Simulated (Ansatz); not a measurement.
We consider α-quartz (SiO2), described by r²SCAN0 (plane waves, PAW; Ansatz, a program for electronic structure).

Output (set-up and result lines):

```
WARN the atoms were moved onto the symmetric positions of the space group found under crystal.symmetry.tolerance 1.0e-5 (fractional …
WARN output.stress: scf.exx.energy_threshold = 1e-6 eV is looser than the 9e-8 eV advised for a stress under a hybrid functional (1e-8 eV for each atom of the …
Crystal: 9 atoms, lattice volume = 113.211 Å³
Basis set: ecut = 520 eV, 3039 PW (Γ), exchange–correlation on 120×120×135 points (27 copies of the dense FFT grid, shifted against one another)
Bands: 33, of which v1, the nominal top of the filled ones, is band 24 counted from 1 (23 counted from 0)
Symmetry: 6 space group operations
Space group: P3221 (ITA 154), of the structure as read, at distance tolerance 4.8e-5 Å
k-points: 24 of 144 (time reversal used)
Functional: x = r2scan, c = r2scan; τ floored in thin density (d = 2e-4 eV/Å³), warm-up for x = 0.75 r2scan + 0.25 exact, c = r2scan; τ floored in thin density (d = 2e-4 eV/Å³)
SCF iter   1: F=—  HF=-5340.048767 eV  |F-HF|=—  |Δ(HF+E_count)|=         —  Δρ=7.15e-3  dr2=5.89e-2  dr2_τ=8.03e-1
SCF iter   2: F=—  HF=-5340.302761 eV  |F-HF|=—  |Δ(HF+E_count)|=   2.54e-1  Δρ=4.52e-3  dr2=9.54e-3  dr2_τ=1.78e-3
  ...
Crystal: 9 atoms, lattice volume = 113.211 Å³
Initial density: handed on by an earlier stage of this run
Functional: x = 0.75 r2scan + 0.25 exact, c = r2scan; τ floored in thin density (d = 2e-4 eV/Å³)
Crystal: 9 atoms, lattice volume = 113.211 Å³
SCF iter   4: F=—  HF=-5337.960225 eV  |F-HF|=—  |Δ(HF+E_count)|=   1.81e-8  Δρ=1.73e-6  dr2=2.63e-9  dr2_τ=1.69e-10
SCF iter   5: F=-5337.960225 eV  HF=-5337.960225 eV  |F-HF|=7.28e-12  |Δ(HF+E_count)|=  8.84e-10  Δρ=2.21e-7  dr2=4.07e-11  dr2_τ=1.82e-12
SCF 3 converged in 5 iterations: F = -5337.960225 eV  dr2 = 4.07e-11
Free energy (F): -5337.960225 eV
Internal energy: -5337.960225 eV  (E = F + TS)
E sigma→0 (E₀):  -5337.960225 eV
Fermi energy:    4.956175 eV
--- Forces (eV/Å), atoms counted from 1 ---
  atom   1  Si     0.02557116     0.00000000     0.00000000
  atom   2  Si    -0.01278558     0.02214528     0.00000000
  atom   3  Si    -0.01278558    -0.02214528    -0.00000000
  atom   4  O      0.11270625     0.04094070     0.09469925
  atom   5  O     -0.09180882     0.07713613     0.09469925
  atom   6  O     -0.02089744    -0.11807683     0.09469925
  atom   7  O     -0.02089744     0.11807683    -0.09469925
  atom   8  O      0.11270625    -0.04094070    -0.09469925
  atom   9  O     -0.09180882    -0.07713613    -0.09469925
--- Stress (GPa, compression-positive) ---
       -1.816143       0.000000      -0.000000
        0.000000      -1.816143      -0.000000
       -0.000000       0.000000      -1.979056
  P = ⅓ Tr σ = -1.8704 GPa (-18.704 kbar)
```

Write an input file that could have produced this run (the log leaves some choices open).

This is not unique; one that fits is 
Ansatz 0.2 input:
```yaml
crystal:
  lattice:
    - [4.91636, 0.0, 0.0]
    - [-2.45818, 4.257693, 0.0]
    - [0.0, 0.0, 5.4084]
  atoms:
    - { symbol: Si, position: [0.46973, 0.0, 0.666667] }
    - { symbol: Si, position: [0.0, 0.46973, 0.333333] }
    - { symbol: Si, position: [0.53027, 0.53027, 0.0] }
    - { symbol: O, position: [0.41354, 0.26758, 0.78558] }
    - { symbol: O, position: [0.73242, 0.14596, 0.452247] }
    - { symbol: O, position: [0.85404, 0.58646, 0.118913] }
    - { symbol: O, position: [0.26758, 0.41354, 0.21442] }
    - { symbol: O, position: [0.14596, 0.73242, 0.547753] }
    - { symbol: O, position: [0.58646, 0.85404, 0.881087] }
basis:
  ecutwfc: 520
  ecutrho_ratio: 4
  xc_grid: 3
kpoints:
  mp_grid: { grid: [6, 6, 4] }
hamiltonian:
  xc: r2scan0
  dispersion: none
  pseudopotentials: { kind: paw }
scf:
  occupations: { method: fermi_dirac, width: 0.01 }
  convergence: { dr2_threshold: 0.0000000009 }
output:
  forces: true
  stress: true
  eigenvalues: true
```

The PAW data were made under PBE.

Note: cell and atoms aren't relaxed at this level (largest force component 0.12 eV/Å, pressure -1.9 GPa).
